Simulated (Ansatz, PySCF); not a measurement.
This PySCF input computes a CCSD(T)/cc-pVDZ energy:

```python
from pyscf import gto, scf, mp, cc as ccmod

mol = gto.M(
    atom='''
    H     0.02052304    0.05589807    2.11750821
    N     0.01077974    0.06690251    1.11378704
    C     0.00317751    1.25279840    0.37969427
    C     0.00382693   -1.08826299    0.34906554
    C    -0.00941279    0.75716324   -0.93856272
    C    -0.00908496   -0.67184965   -0.96432736
    H     0.00842667   -2.07957621    0.78181971
    H    -0.01825489    1.38383848   -1.82374512
    H    -0.01719313   -1.32757185   -1.82731044
    ''',
    basis='cc-pvdz',
    charge=-1,
    spin=0,
    verbose=4,
)

mf = scf.RHF(mol)
mf.conv_tol = 1e-10
mf.max_cycle = 100
mf.kernel()
mp2 = mp.MP2(mf, frozen=5).run()
cc = ccmod.CCSD(mf, frozen=5)
cc.max_cycle = 100
cc.kernel()
et = cc.ccsd_t()
print(f'E(CCSD(T)) = {cc.e_tot + et:.9f}')
```

Q: Write an input for the same energy in Ansatz (a first-principles code) and say what it gives.

A: 
Ansatz 0.2 input:
```yaml
crystal:
  periodic: [false, false, false]
  atoms:
    - {symbol: H, position_ang: [0.02052304, 0.05589807, 2.11750821]}
    - {symbol: N, position_ang: [0.01077974, 0.06690251, 1.11378704]}
    - {symbol: C, position_ang: [0.00317751, 1.25279840, 0.37969427]}
    - {symbol: C, position_ang: [0.00382693, -1.08826299, 0.34906554]}
    - {symbol: C, position_ang: [-0.00941279, 0.75716324, -0.93856272]}
    - {symbol: C, position_ang: [-0.00908496, -0.67184965, -0.96432736]}
    - {symbol: H, position_ang: [0.00842667, -2.07957621, 0.78181971]}
    - {symbol: H, position_ang: [-0.01825489, 1.38383848, -1.82374512]}
    - {symbol: H, position_ang: [-0.01719313, -1.32757185, -1.82731044]}
basis:
  gaussian:
    orbitals: cc-pVDZ
total_charge: -1
magnetization: {spin_polarized: false}
correlation: {method: ccsd_t, electrons: outside_noble_gas}
```
It gives -208.91926 Eh, and PySCF -208.91926 Eh, a difference of 0.00 mEh.

It need not be the lowest isomer of its formula. Whether it binds its extra electron was not tested at this geometry.
